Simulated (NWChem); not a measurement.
**CHFO (SMILES O=CF): levels of theory compared**

Wanted: a comparison of 6 runs (HF/STO-3G, HF/3-21G, PBE/def2-TZVPP, MP2/def2-SVP, CCSD(T)/def2-TZVP, CCSD(T)/def2-TZVPP) of CHFO. 

The calculation is run with NWChem 7.3.0.

### 1 The molecule

CHFO has 4 atoms, charge 0, and is taken as a singlet. SMILES: `O=CF`. Geometry: relaxed at PBE0-D4/def2-TZVP.

Bond lengths: O1–C2 1.174 Å, C2–F3 1.336 Å, C2–H4 1.097 Å. Angles: O1–C2–F3 122.9°, O1–C2–H4 127.8°, F3–C2–H4 109.3°.

### 2 Energy and forces at HF/STO-3G (run 1)

File run.py:

```python
from ase import Atoms
from ase.calculators.nwchem import NWChem

molecule = Atoms(['O', 'C', 'F', 'H'], positions=[
    [-0.889340, 0.201180, 0.827740],
    [-0.046400, 0.067520, 0.021620],
    [0.585200, -1.091810, -0.181820],
    [0.350540, 0.823120, -0.667550],
])

calc = NWChem(
    label='chfo',
    theory='scf',
    memory='2200 mb',
    basis='STO-3G',
    basispar='spherical bse',
    scf={'nopen': '0', 'rhf': None, 'thresh': '1e-08', 'maxiter': '80'},
)
molecule.calc = calc

forces = molecule.get_forces()
e = molecule.get_potential_energy()
print(f"E = {e:.6f} eV")
print("forces (eV/A):")
for s, f in zip(molecule.symbols, forces):
    print(f"{s:2s} {f[0]:10.5f} {f[1]:10.5f} {f[2]:10.5f}")
print("dipole (e A):", molecule.get_dipole_moment().round(4))
```

Run with:

```console
export ASE_NWCHEM_COMMAND="nwchem PREFIX.nwi > PREFIX.nwo"
python run.py
```

The log of the run:

```text
E = -5709.687399 eV
forces (eV/A):
O    -3.20745    0.62951    3.02166
C     2.76224   -0.15617   -2.74820
F     0.46563   -1.13098   -0.04546
H    -0.02036    0.65769   -0.22801
dipole (e A): [ 0.1617  0.137  -0.2161]
```

The calculator wrote chfo.nwi:

```
title "chfo"

permanent_dir chfo

scratch_dir chfo

start chfo

geometry units angstrom nocenter noautosym noautoz
  O  -8.8934000000000002e-01 2.0118000000000000e-01 8.2774000000000003e-01
  C  -4.6399999999999997e-02 6.7519999999999997e-02 2.1620000000000000e-02
  F  5.8520000000000005e-01 -1.0918099999999999e+00 -1.8182000000000001e-01
  H  3.5054000000000002e-01 8.2311999999999996e-01 -6.6754999999999998e-01
end

memory 2200 mb

basis spherical bse noprint
   * library STO-3G
end

scf
  nopen 0
  rhf
  thresh 1e-08
  maxiter 80
end

task scf gradient
```

chfo.nwo:

```text
Northwest Computational Chemistry Package (NWChem) 7.3.0
             --------------------------------------------------------

           Job information
           ---------------

    nwchem branch   = 7.3.0
    use scalapack   = T
    input           = chfo.nwi
    prefix          = chfo.
    data base       = chfo/chfo.db
    status          = startup
    nproc           =        1

           Memory information
           ------------------

[... 5 lines left out ...]
    hardfail = no
[... 122 lines left out ...]
         Quadratically convergent ROHF
[... 15 lines left out ...]
       Final RHF  results
[... 4 lines left out ...]
      Two-electron energy =    148.672832445381
[... 25 lines left out ...]
                       ROHF Final Molecular Orbital Analysis
[... 165 lines left out ...]
                 ----------------------------------------
                 |  Time  |  1-e(secs)   |  2-e(secs)   |
                 ----------------------------------------
                 |  CPU   |       0.00   |       0.12   |
                 ----------------------------------------
                 |  WALL  |       0.00   |       0.12   |
                 ----------------------------------------

 Task  times  cpu:        0.4s     wall:        0.4s
 Total times  cpu:        0.4s     wall:        0.4s
```

Run time: 1.4 s. Hardware: 1 thread of Intel Xeon 6975P-C (Granite Rapids), shared host; peak memory 0.1 GiB.

### 3 Energy and forces at HF/3-21G (run 2)

File test.nw:

```
start test
title "CHFO gradient"
memory 2200 mb

geometry units angstrom noautosym nocenter noautoz
  O     -0.889340     0.201180     0.827740
  C     -0.046400     0.067520     0.021620
  F      0.585200    -1.091810    -0.181820
  H      0.350540     0.823120    -0.667550
end

basis "ao basis" spherical bse
  * library 3-21G
end

scf
  thresh 1e-08
  maxiter 80
  noprint "final vectors analysis"
end

task scf gradient
```

Run with:

```console
nwchem test.nw > test.out
```

The log of the run:

```text
[...]
  functions       =    29
[...]
  wavefunction    = RHF
[...]
         Total SCF energy =   -211.569779798546
      One-electron energy =   -426.464802150685
      Two-electron energy =    147.229513669739
 Nuclear repulsion energy =     67.665508682400
        Time for solution =      0.3s
[...]
                         RHF ENERGY GRADIENTS
    atom               coordinates                        gradient
                 x          y          z           x          y          z
   1 O      -1.680609   0.380175   1.564202    0.008689  -0.001441  -0.008285
   2 C      -0.087683   0.127594   0.040856   -0.011357  -0.019550   0.018936
   3 F       1.105868  -2.063222  -0.343590   -0.004589   0.010303   0.000767
   4 H       0.662425   1.555471  -1.261487    0.007257   0.010688  -0.011418
[...]
```

It took 0.95 s on 1 thread of Intel Xeon 6975P-C (Granite Rapids), shared host; peak memory 0.1 GiB.

Run 3 isn't shown in full; the table further down has it.

### 4 Energy and gradient at MP2/def2-SVP (run 4)

File run.xyz:

```xyz
4
CHFO gradient
O     -0.889340     0.201180     0.827740
C     -0.046400     0.067520     0.021620
F      0.585200    -1.091810    -0.181820
H      0.350540     0.823120    -0.667550
```

File run.nw:

```
start run
title "CHFO gradient"
memory stack 880 mb heap 220 mb global 1100 mb
geometry noautosym nocenter noautoz
   load run.xyz
end
basis spherical bse
   O library def2-SVP
   C library def2-SVP
   F library def2-SVP
   H library def2-SVP
end
scf
   thresh 1e-08
   maxiter 80
end
mp2
   freeze core 3
   tight
end
task mp2 gradient
```

Run with:

```console
nwchem run.nw > run.out
```

The log of the run:

```text
[...]
  functions       =    47
[...]
  wavefunction    = RHF
[...]
         Total SCF energy =   -212.579728354925
      One-electron energy =   -427.841230239786
      Two-electron energy =    147.595993202460
 Nuclear repulsion energy =     67.665508682400
        Time for solution =      1.0s
[...]
          Total MP2 energy          -213.073974085283
[...]
                         mp2 ENERGY GRADIENTS
    atom               coordinates                        gradient
                 x          y          z           x          y          z
   1 O      -1.680609   0.380175   1.564202    0.017422  -0.004554  -0.015984
   2 C      -0.087683   0.127594   0.040856   -0.012024   0.004139   0.010656
   3 F       1.105868  -2.063222  -0.343590   -0.003482   0.003896   0.002065
   4 H       0.662425   1.555471  -1.261487   -0.001916  -0.003481   0.003263
[...]
```

Wall time 3.9 s (1 thread of Intel Xeon 6975P-C (Granite Rapids), shared host); peak memory 0.12 GiB.

Run 5 isn't shown in full; the table further down has it.

### 5 The energy at CCSD(T)/def2-TZVPP (run 6)

File a.nw:

```
start a
memory 2200 mb

geometry noautosym nocenter noautoz
O     -0.889340     0.201180     0.827740
C     -0.046400     0.067520     0.021620
F      0.585200    -1.091810    -0.181820
H      0.350540     0.823120    -0.667550
end

basis "ao basis" spherical bse
* library def2-TZVPP
end

scf
singlet
rhf
thresh 1e-08
maxiter 80
end

ccsd
freeze core 3
maxiter 60
end

task ccsd(t)
```

Run with:

```console
nwchem a.nw > a.out
```

The log of the run:

```text
[...]
  functions       =   107
[...]
  wavefunction    = RHF
[...]
         Total SCF energy =   -212.843959059619
      One-electron energy =   -428.244619789471
      Two-electron energy =    147.735152047452
 Nuclear repulsion energy =     67.665508682400
        Time for solution =     18.3s
[...]
 Total MP2 energy:           -213.478042050572611
[...]
             energy      energy      error      ampl     ampl      Block
                                                time     time      time
[...]
 Total CCSD energy:           -213.481203767982947
[...]
 Total CCSD+T(CCSD) energy:           -213.507230209957299
[...]
 Total CCSD(T) energy:                -213.505427551995012
[...]
```

Run time: 3 min. Hardware: 1 thread of Intel Xeon 6975P-C (Granite Rapids), shared host; peak memory 0.33 GiB.

### 6 Overview of the runs

| run | level | iteration cap | module | energy (Eh) | dipole moment (D) | HOMO energy (eV) | LUMO energy (eV) | wall time |
| --- | --- | --- | --- | --- | --- | --- | --- | --- |
| 1 | HF/STO-3G | 80 | scf | -209.827143 | 1.45 | -10.52 | 7.90 | 1.4 s |
| 2 | HF/3-21G | 80 | scf | -211.569780 | 2.45 | – | – | 0.95 s |
| 3 | PBE/def2-TZVPP | 100 | dft | -213.649587 | 1.95 | -7.78 | -2.09 | 25 s |
| 4 | MP2/def2-SVP | 80 | mp2 | -213.073974 | 1.96 | -13.95 | 3.93 | 3.9 s |
| 5 | CCSD(T)/def2-TZVP | 80 | ccsd(t) | -213.502530 | – | -13.96 | 3.50 | 2.3 min |
| 6 | CCSD(T)/def2-TZVPP | 80 | ccsd(t) | -213.505428 | – | -13.96 | 3.49 | 3 min |

### 7 Outcome

| quantity | value |
| --- | --- |
| run 6: total energy | -213.50543 Eh |
| run 6: HOMO energy (Hartree–Fock orbitals) | -13.96 eV |
| run 6: LUMO energy (Hartree–Fock orbitals) | 3.49 eV |
| run 6: HOMO–LUMO gap (Hartree–Fock orbitals) | 17.46 eV |
| run 6: correlation energy (3 core orbitals frozen) | -661.5 mEh |
| run 6: (T) correction | -24.22 mEh |

Over runs 1, 2, 3, 4 the dipole moment (its size) runs from 1.45 D (HF/STO-3G) to 2.45 D (HF/3-21G). In run 1 the basis is minimal, so the values are rough. All runs together took 5.8 min, the longest 3 min.
